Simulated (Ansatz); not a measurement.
# Which method gave which barrier?

Saddle point of Si2H3F, singlet (Si₂H₃F ([F][SiH2][SiH]) → Si₂H₃F ([F][SiH][SiH2]); bonds formed: F1–Si3; bonds broken: F1–Si2), PBE0-D4/def2-TZVP structure:

```xyz
6
angstrom
F 0.9947 0.0910 -1.1334
Si -0.1789 0.2081 0.9046
Si -0.6960 0.0421 -1.3559
H -0.9256 -1.4550 -1.4610
H 1.0881 -0.3971 1.4099
H -0.2822 1.5110 1.6358
```

Computed with Ansatz 0.2.0 (basis: def2-TZVPP, with def2-QZVPP for the basis limit); correlated methods freeze the cores. Extrapolation: Hartree–Fock as exp(−7.88 √X), correlation as X^−2.97. Four methods, as single points on the PBE0-D4 structures, gave these electronic barriers from the start structure: 17.28, 20.18, 26.72, 35.92 kcal/mol.

The methods were, in alphabetical order, BLYP-D4, HF, MP2, r2SCAN-D4. Which gave which? (A judgement: the text doesn't fix the answer.)

By the calculation: BLYP-D4 17.28; r2SCAN-D4 20.18; MP2 26.72; HF 35.92 kcal/mol. For comparison, CCSD(T) at an estimated basis limit (MP2 extrapolated from triple and quadruple zeta, plus CCSD(T) − MP2 in triple zeta) gives 25.34 kcal/mol.

The T1 diagnostic stays at or below 0.030. The T1 diagnostic is large here, which may signal multireference character or strong orbital relaxation, so CCSD(T) is less sure. The restricted Hartree–Fock reference is unstable towards an unrestricted one at one or more of these structures. A large double-excitation amplitude points to some diradical character; no triplet was computed.

Labels in which every atom is bracketed show which atoms are joined, not bond orders.

For scale, one of the runs: CCSD(T)/def2-TZVPP, 157 basis functions, launched by `ansatz run in.yaml --threads 2 --pin off --events-out ev --progress --plain --max-ram 4352MiB`. Hardware: 2 CPU threads of an Arm Neoverse V1, shared host. Wall time 19 s; peak host memory 1 GiB.
